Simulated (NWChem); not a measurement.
# One shape, several levels: singlet C2H3O+

Wanted: a comparison of 6 runs (BLYP/def2-TZVP, PBE/def2-TZVP, SVWN5/def2-TZVP, revPBE/def2-TZVP, CCSD/def2-TZVP, CCSD(T)/def2-TZVP) of singlet C2H3O+. 

The results are computed with NWChem 7.3.0.

1 further run of the same task is left out (set aside as unsound or not needed).

**1. The structure to begin with**

C2H3O+: 6 atoms, total charge +1, spin state singlet. As SMILES of the parent species, `C[C]=O`. Geometry: relaxed at PBE0-D4/def2-TZVP. That shape belongs to the parent species and isn't relaxed for this state.

Bond lengths: C1–C2 1.497 Å, C2–O3 1.175 Å, C1–H4 1.091 Å, C1–H5 1.094 Å, C1–H6 1.092 Å. Angles: C1–C2–O3 129.3°, C2–C1–H4 108.7°, C2–C1–H5 111.4°, C2–C1–H6 108.4°, H4–C1–H5 110.6°, H4–C1–H6 107.1°, H5–C1–H6 110.5°.

**2. The energy at BLYP/def2-TZVP (run 1)**

geom.xyz reads:

```xyz
6
C2H3O energy
C     -0.150600     0.360900    -0.246200
C     -0.095300    -0.937800     0.496900
O      0.811800    -1.439800     1.050900
H     -0.929700     0.983800     0.196900
H      0.814100     0.875700    -0.222400
H     -0.450200     0.157100    -1.276100
```

run.py reads:

```python
from ase.io import read
from ase.calculators.nwchem import NWChem

molecule = read('geom.xyz')

calc = NWChem(
    label='geom',
    theory='dft',
    memory='2200 mb',
    basis='def2-TZVP',
    basispar='spherical bse',
    charge=1,
    dft={'xc': 'becke88 lyp', 'mult': '1', 'grid': 'fine', 'convergence': 'energy 1e-08', 'iterations': '100', 'mulliken': None},
    task='energy',
)
molecule.calc = calc

print("Total energy (eV):", round(molecule.get_potential_energy(), 6))
print("dipole (e A):", molecule.get_dipole_moment().round(4))
```

On the command line:

```console
$ export ASE_NWCHEM_COMMAND="nwchem PREFIX.nwi > PREFIX.nwo"
$ python run.py
```

The log of the run:

```text
Total energy (eV): -4160.659172
dipole (e A): [-0.1036 -0.256   0.1116]
```

The calculator wrote geom.nwi:

```
title "geom"

permanent_dir geom

scratch_dir geom

start geom

geometry units angstrom nocenter noautosym noautoz
  C  -1.5060000000000001e-01 3.6090000000000000e-01 -2.4620000000000000e-01
  C  -9.5299999999999996e-02 -9.3779999999999997e-01 4.9690000000000001e-01
  O  8.1179999999999997e-01 -1.4398000000000000e+00 1.0508999999999999e+00
  H  -9.2969999999999997e-01 9.8380000000000001e-01 1.9689999999999999e-01
  H  8.1410000000000005e-01 8.7570000000000003e-01 -2.2239999999999999e-01
  H  -4.5019999999999999e-01 1.5709999999999999e-01 -1.2761000000000000e+00
end

charge 1

memory 2200 mb

basis spherical bse noprint
   * library def2-TZVP
end

dft
  xc becke88 lyp
  mult 1
  grid fine
  convergence energy 1e-08
  iterations 100
  mulliken
end

task dft energy
```

geom.nwo:

```text
Northwest Computational Chemistry Package (NWChem) 7.3.0
             --------------------------------------------------------

           Job information
           ---------------

    nwchem branch   = 7.3.0
    use scalapack   = T
    input           = geom.nwi
    prefix          = geom.
    data base       = geom/geom.db
    status          = startup
    nproc           =        1

           Memory information
           ------------------

    heap     =     72089596 doubles =      550.0 Mbytes
    stack    =     72089601 doubles =      550.0 Mbytes
    global   =    144179200 doubles =     1100.0 Mbytes (distinct from heap & stack)
    total    =    288358397 doubles =     2200.0 Mbytes
    verify   = yes
    hardfail = no

[... 100 lines left out ...]
  convergence criterion.
[... 18 lines left out ...]
          Convergence on density requested:  1.00D-05
[... 21 lines left out ...]
          Convergence Information
[... 61 lines left out ...]
   convergence    iter        energy       DeltaE   RMS-Dens  Diis-err    time
[... 17 lines left out ...]
           Coulomb energy =      129.260577101473
[... 7 lines left out ...]
                       DFT Final Molecular Orbital Analysis
[... 808 lines left out ...]
 center of mass
 --------------
 x =   0.41572196 y =  -1.22647432 z =   0.81292307

 moments of inertia (a.u.)
 ------------------
         157.309717824576          44.308163844363         -34.507999429464
          44.308163844363          91.804022435592          68.037117107825
         -34.507999429464          68.037117107825         141.094465779731

     Multipole analysis of the density
     ---------------------------------

     L   x y z        total         alpha         beta         nuclear
     -   - - -        -----         -----         ----         -------
     0   0 0 0      1.000000    -11.000000    -11.000000     23.000000

     1   1 0 0     -0.195686     -4.305507     -4.305507      8.415328
[... 8 lines of this table left out ...]
     2   0 0 2     -9.923905    -27.097075    -27.097075     44.270246

 Task  times  cpu:       16.5s     wall:       16.5s
 Total times  cpu:       16.6s     wall:       16.6s
```

Run time: 18 s. Hardware: 1 thread of AMD EPYC 9R45 (Zen 5), shared host; peak memory 0.12 GiB.

**3. The energy at PBE/def2-TZVP (run 2)**

c2h3o.nw reads:

```
start c2h3o
title "C2H3O PBE"
memory stack 880 mb heap 220 mb global 1100 mb
charge 1
geometry units bohr noautosym nocenter noautoz
  C     -0.28459275     0.68200216    -0.46525057
  C     -0.18009090    -1.77218516     0.93900491
  O      1.53407967    -2.72082767     1.98591318
  H     -1.75687838     1.85911256     0.37208707
  H      1.53842604     1.65483317    -0.42027509
  H     -0.85075470     0.29687597    -2.41147951
end
basis spherical bse
  * library def2-TZVP
end
dft
  xc xpbe96 cpbe96
  grid fine
  convergence energy 1e-08
  iterations 100
  mulliken
end
task dft
```

On the command line:

```console
$ nwchem c2h3o.nw > c2h3o.out
```

The log of the run:

```text
[...]
          Wavefunction type:  closed shell.
          No. of atoms     :     6
          No. of electrons :    22
[...]
          Charge           :     1
          Spin multiplicity:     1
[...]
          AO basis - number of functions:   111
[...]
              XC Information
              --------------
          PerdewBurkeErnzerhof Exchange Functional  1.000
            Perdew 1991 LDA Correlation Functional  1.000 local
           PerdewBurkeErnz. Correlation Functional  1.000 non-local
[...]
 d= 0,ls=0.0,diis     1   -152.5198156229 -2.16D+02  1.67D-02  2.40D+00     1.7
[...]
 d= 0,ls=0.0,diis    12   -152.7563980679 -1.34D-09  5.52D-08  1.94D-10    16.6
         Total DFT energy =     -152.756398067920
      One electron energy =     -325.308731368765
           Coulomb energy =      129.225180483401
    Exchange-Corr. energy =      -19.928669936917
 Nuclear repulsion energy =       63.255822754361
[...]
      Total Density - Mulliken Population Analysis
     ---------------------------------------------
    Atom       Charge   Shell Charges
 -----------   ------   -------------------------------------------------------
    1 C    6     6.27   0.85  1.12  0.53  0.70  0.07  1.34  1.30  0.34  0.01  0.02  0.00
    2 C    6     5.61   0.86  1.11  0.61  0.63  0.09  1.16  0.91  0.10  0.03  0.09  0.02
    3 O    8     7.84   0.79  1.17  0.65  0.94  0.29  1.82  1.65  0.48  0.00  0.03  0.00
    4 H    1     0.76   0.26  0.43  0.05  0.02
    5 H    1     0.75   0.26  0.43  0.04  0.02
    6 H    1     0.76   0.26  0.43  0.05  0.02
[...]
```

Run time: 17 s. Hardware: 1 thread of AMD EPYC 9R45 (Zen 5), shared host; peak memory 0.12 GiB.

Runs 3 to 5 aren't shown in full; the table further down has their settings and results.

**4. The energy at CCSD(T)/def2-TZVP (run 6)**

input.nw reads:

```
start input
memory stack 880 mb heap 220 mb global 1100 mb
charge 1

geometry noautosym nocenter noautoz
  C    -0.150600    0.360900   -0.246200
  C    -0.095300   -0.937800    0.496900
  O     0.811800   -1.439800    1.050900
  H    -0.929700    0.983800    0.196900
  H     0.814100    0.875700   -0.222400
  H    -0.450200    0.157100   -1.276100
end

basis "ao basis" spherical bse
  * library def2-TZVP
end

scf
  thresh 1e-08
  maxiter 80
end

ccsd
  freeze core 3
  maxiter 60
end

task ccsd(t) energy
```

On the command line:

```console
$ nwchem input.nw > input.out
```

The log of the run:

```text
[...]
  functions       =   111
[...]
  wavefunction    = RHF
[...]
         Total SCF energy =   -152.053099821833
      One-electron energy =   -324.858108824150
      Two-electron energy =    109.549181719056
 Nuclear repulsion energy =     63.255827283261
        Time for solution =     21.2s
[...]
 Total MP2 energy:           -152.597224337636050
[...]
             energy      energy      error      ampl     ampl      Block
                                                time     time      time
[...]
 Total CCSD energy:           -152.605251162254433
[...]
 Total CCSD+T(CCSD) energy:           -152.635818410349884
[...]
 Total CCSD(T) energy:                -152.632935902207777
[...]
```

Run time: 3.2 min. Hardware: 1 thread of AMD EPYC 9R45 (Zen 5), shared host; peak memory 0.32 GiB.

**5. The series**

```
run              level  integration grid  iteration cap  energy (Eh)  HOMO energy (eV)  LUMO energy (eV)  HOMO–LUMO gap (eV)  wall time
  1     BLYP/def2-TZVP              fine            100  -152.901406            -17.02            -12.31                4.71       18 s
  2      PBE/def2-TZVP              fine            100  -152.756398            -17.09            -12.39                4.71       17 s
  3    SVWN5/def2-TZVP              fine            100  -151.665740                 –                 –                   –       14 s
  4   revPBE/def2-TZVP              fine            100  -152.899574            -17.07            -12.32                4.75       17 s
  5     CCSD/def2-TZVP                 –             80  -152.605251            -22.44             -6.97               15.47    2.9 min
  6  CCSD(T)/def2-TZVP                 –             80  -152.632936            -22.44             -6.97               15.47    3.2 min
```

**6. Results**

```
                                          quantity          value
                               run 6: total energy  -152.63294 Eh
        run 6: HOMO energy (Hartree–Fock orbitals)      -22.44 eV
        run 6: LUMO energy (Hartree–Fock orbitals)       -6.97 eV
      run 6: HOMO–LUMO gap (Hartree–Fock orbitals)       15.47 eV
run 6: correlation energy (3 core orbitals frozen)     -579.8 mEh
                             run 6: (T) correction     -27.68 mEh
```

**Reading.** Over runs 1, 2, 4 the HOMO–LUMO gap runs from 4.71 eV (BLYP/def2-TZVP) to 4.75 eV (revPBE/def2-TZVP). Totals of different functionals can't be ranked against each other. All runs together took 7.1 min, the longest 3.2 min.
